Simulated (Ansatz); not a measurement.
**[Br···H···GeH3], doublet along the distance Br1-H2**

Starting geometry:

| atom | x (Å) | y (Å) | z (Å) |
| --- | --- | --- | --- |
| Br | -1.6607 | 0.0000 | 0.0000 |
| H | -0.2401 | 0.0000 | 0.0000 |
| Ge | 1.7383 | 0.0000 | 0.0000 |
| H | 2.2069 | -1.4659 | 0.0000 |
| H | 2.2069 | 0.7330 | -1.2695 |
| H | 2.2069 | 0.7330 | 1.2695 |

From there H2 is moved from one fragment to the other while all else, the fragments' distance too, stays fixed; atoms are numbered as listed. Energies are in eV, counted from the starting geometry at the same level.

Basis cc-pVDZ; Ansatz 0.2.0. Only valence electrons are correlated (noble-gas cores and the filled d shells of p-block atoms frozen). R marks a restricted (for open shells ROHF) determinant, U an unrestricted one. Active spaces: valence = (15e, 12o) chosen from the atoms' valence shells. No spin–orbit coupling is included, and no scalar relativity.

Runs in a small pair space aren't shown, since their orbitals change along the scan.

Full CI isn't at hand for all of this; UCCSDT(Q) serves as the reference, and is uncertain by about the last step of the cluster series. The frozen core follows each run's orbitals, which can shift R against U totals by a few meV for light atoms and by up to 0.1 eV past Ca.

```csv
distance Br1-H2 (Å),UCCSDT(Q),error RCCSD,error UCCSD,error RCCSD(T),error RCCSDT,error MRCISD (valence space),error MRCISD+Q (valence space)
1.421,0.000,0.000,0.000,0.000,0.000,0.000,0.000
1.485,-0.054,0.005,0.004,0.001,0.000,0.002,0.000
1.613,-0.074,0.009,0.007,0.001,0.000,0.004,0.000
1.741,-0.082,-0.001,-0.002,0.000,-0.001,0.002,-0.002
1.869,-0.042,-0.017,-0.017,-0.003,-0.002,-0.003,-0.003
```

Errors are those of relative energies. In total energy the starting point itself misses UCCSDT(Q) by: RCCSD 0.171, UCCSD 0.167, RCCSD(T) 0.035, RCCSDT 0.012, MRCISD (valence space) 0.489, MRCISD+Q (valence space) 0.038 eV.

Spread of the error over the points with a reference, to 1.869 Å (largest less smallest): RCCSDT 0.003, RCCSD(T) 0.004, MRCISD+Q (valence space) 0.004, MRCISD (valence space) 0.007, UCCSD 0.023, RCCSD 0.026 eV.
